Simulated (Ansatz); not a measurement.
# AlFH2S: ionisation energy by level of theory

The task here is to estimate one member of a computed series from the others.

Computed with Ansatz 0.2.0, Gaussian basis. Level: unrestricted cation, the program's frozen cores in correlated methods.

Levels to be run: UKS PBE-D4/def2-TZVPP; UKS r2SCAN-D4/def2-TZVPP; UKS PBE0-D4/def2-TZVPP; UKS B3LYP-D4/def2-TZVPP; UKS wB97X-V/def2-TZVPP; UKS wB97M-V/def2-TZVPP; UKS B2PLYP/def2-TZVPP; UHF-CCSD(T)/def2-TZVPP; UHF-CCSD(T)/def2-QZVPP; extrapolation to the limit; then −ε(HOMO) from the neutral's earlier runs with LDA (SPW92), PBE-D4, revPBE-D4, BLYP-D4, r2SCAN-D4, B97M-V, PBE0-D4, B3LYP-D4, r2SCANh-D4, r2SCAN0-D4, HSE06-D4, BHLYP-D4, CAM-B3LYP-D4, LC-ωPBE, ωB97X-V, ωB97M-V.

## The relaxed structure

An earlier PBE0-D4 in a triple-zeta def2 set relaxation fixed the geometry.

5 atoms, charge 0, spin multiplicity 1.

Atoms are counted from 1 here; the program's logs count them from 0.

Bond lengths: F1–Al2 1.645 Å, Al2–S3 2.169 Å, Al2–H4 1.569 Å, S3–H5 1.345 Å. Angles: F1–Al2–S3 116.3°, F1–Al2–H4 119.8°, S3–Al2–H4 123.9°, Al2–S3–H5 91.6°.

The first run:

The input, in.yaml:

```yaml
crystal:
  periodic: [false, false, false]
  atoms:
    - {symbol: F, position_ang: [-1.203507, -1.535789, 0.877517]}
    - {symbol: Al, position_ang: [-0.513882, -0.309052, 0.024808]}
    - {symbol: S, position_ang: [1.536104, 0.182613, 0.533468]}
    - {symbol: H, position_ang: [-1.341123, 0.430416, -1.085193]}
    - {symbol: H, position_ang: [1.572310, 1.158211, -0.392100]}
basis:
  gaussian: {orbitals: def2-TZVPP}
total_charge: 1
magnetization: {spin_polarized: true, initial_magnetization: 1}
hamiltonian: {xc: pbe, dispersion: d4}
```

Launch:

```bash
$ ansatz run in.yaml --threads 2 --pin off --events-out ev --progress --plain --max-ram 32768MiB --backend cpu
```

Among the steps run: Cation, UKS PBE-D4/def2-TZVPP; Cation, UKS r2SCAN-D4/def2-TZVPP; Cation, UKS PBE0-D4/def2-TZVPP; Cation, UKS B3LYP-D4/def2-TZVPP; Cation, UKS wB97X-V/def2-TZVPP; Cation, UKS wB97M-V/def2-TZVPP; Cation, UKS B2PLYP (frozen core)/def2-TZVPP; Cation, UHF-CCSD(T)/def2-TZVPP; Cation, UHF-CCSD(T)/def2-QZVPP.

One table of the session follows, with a row left open; its other results are not shown here.

It belongs to the step «Ionisation energies side by side». For comparison, −ε(HOMO) of the neutral from earlier runs:

| functional | −ε(HOMO) (eV) |
| --- | --- |
| LDA (SPW92) | 7.01 |
| PBE-D4 | ? |
| revPBE-D4 | 6.82 |
| BLYP-D4 | 6.68 |
| r2SCAN-D4 | 7.16 |
| B97M-V | 7.22 |
| PBE0-D4 | 8.08 |
| B3LYP-D4 | 7.81 |
| r2SCANh-D4 | 7.61 |
| r2SCAN0-D4 | 8.27 |
| HSE06-D4 | 7.68 |
| BHLYP-D4 | 9.12 |
| CAM-B3LYP-D4 | 9.38 |
| LC-ωPBE | 10.82 |
| ωB97X-V | 10.43 |
| ωB97M-V | 10.26 |

Estimate the missing values for PBE-D4.

The run gave: −ε(HOMO) (eV): 6.87. In the column «−ε(HOMO) (eV)» it lies between revPBE-D4 (6.82) and LDA (SPW92) (7.01).
